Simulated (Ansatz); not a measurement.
C₃H₆Cl₂, SMILES `CC(C)(Cl)Cl`. Total charge 0; spin multiplicity 1.

```csv
atom,x (Å),y (Å),z (Å)
C1,-0.8600,-0.0259,-0.9731
C2,-0.3007,0.0001,0.4292
C3,1.2082,0.0258,0.4761
Cl4,-0.9286,1.4531,1.2734
Cl5,-0.8803,-1.4523,1.3082
H6,-0.4988,-0.9159,-1.4920
H7,-0.5284,0.8628,-1.5133
H8,-1.9486,-0.0438,-0.9538
H9,1.6025,-0.8634,-0.0197
H10,1.5618,0.0440,1.5059
H11,1.5729,0.9154,-0.0410
```

What are the harmonic wavenumbers in cm⁻¹ at PBE0-D4/def2-TZVP (Ansatz, finite differences of forces, unscaled)? (Best estimate.)

Computed: 254, 265, 282, 299, 359, 363, 390, 574, 671, 938, 952, 1020, 1135, 1182, 1224, 1398, 1413, 1464, 1467, 1479, 1490, 3062, 3066, 3141, 3146, 3165, 3166.

Is this a minimum?

Yes, all 27 modes are real.

Give the ideal-gas thermochemistry at 298.15 K and 1 bar (rigid rotor, harmonic oscillator; point group C2v, symmetry number 2).

Zero-point energy 223.5 kJ/mol; H(298) − E = 242.2 kJ/mol; entropy 321.5 J/(mol·K), of which translation 167.8, rotation 108.1, vibration 45.6; G(298) − E = 146.3 kJ/mol.

Rotational constants (cm⁻¹)?

0.123, 0.0814, 0.07152.
